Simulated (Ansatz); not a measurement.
## Four-centre ligand exchange

Start structure (SiPNH8, closed shell), relaxed at PBE0-D4/def2-TZVP:

```
11
angstrom
Si -1.1301 -0.8889 0.9319
N 0.5682 -0.8028 1.2153
H -1.6649 0.4963 0.9691
H -1.9096 -1.7004 1.9139
H -1.3336 -1.4905 -0.4105
H 0.8295 0.8153 -0.9798
P 0.3019 1.5410 -2.0811
H 0.9086 -0.2811 2.0075
H 1.1334 -1.6240 1.0671
H 0.9256 2.7555 -1.6900
H 1.3712 1.1797 -2.9433
```

The step: SiNH₅ ([NH2][SiH3]) + PH₃ → SiPH₅ ([SiH3][PH2]) + NH₃; bonds formed: Si1–P7, N2–H6; bonds broken: Si1–N2, H6–P7. Program: Ansatz 0.2.0. Basis: def2-TZVPP and def2-QZVPP. Cores are frozen in the correlated methods. Extrapolation: Hartree–Fock as exp(−7.88 √X), correlation as X^−2.97. Energies below are by CCSD(T) at an estimated basis limit (MP2 extrapolated from triple and quadruple zeta, plus CCSD(T) − MP2 in triple zeta).

(1) What are the electronic barrier and the energy of the step, from the start structure to the end structure? (To be estimated.)

The T1 diagnostic stays at or below 0.014. The start structure is not quite a true minimum (one mode of 27i cm⁻¹).

Answers

(1) The calculation gives: Barrier 166.5 kJ/mol; step energy 14.6 kJ/mol (uphill); reverse barrier, their difference, 151.9 kJ/mol. Barrier and step energy count from the start structure, the reverse barrier from the end structure.

The saddle point: One imaginary mode of 386i cm⁻¹.
```csv
pair,start (Å),saddle (Å),end (Å)
Si1–P7,4.13,2.96,2.26
N2–H6,2.74,1.11,1.01
Si1–N2,1.72,1.86,3.04
H6–P7,1.42,2.07,3.49
```

Zero-point energy (harmonic, PBE0-D4): ZPE is 197.6 kJ/mol at the start and 200.7 kJ/mol at the saddle, so the barrier goes from 166.5 to 169.7 kJ/mol.

Labels in which every atom is bracketed show which atoms are joined, not bond orders.

For scale, one of the runs: CCSD(T)/def2-TZVPP, 227 basis functions, launched by `ansatz run in.yaml --threads 4 --pin off --events-out ev --progress --plain --max-ram 9574MiB`. Time: 59 s of wall clock on 4 CPU threads of an Arm Neoverse V1; the host was shared. Peak host memory: 3.5 GiB.
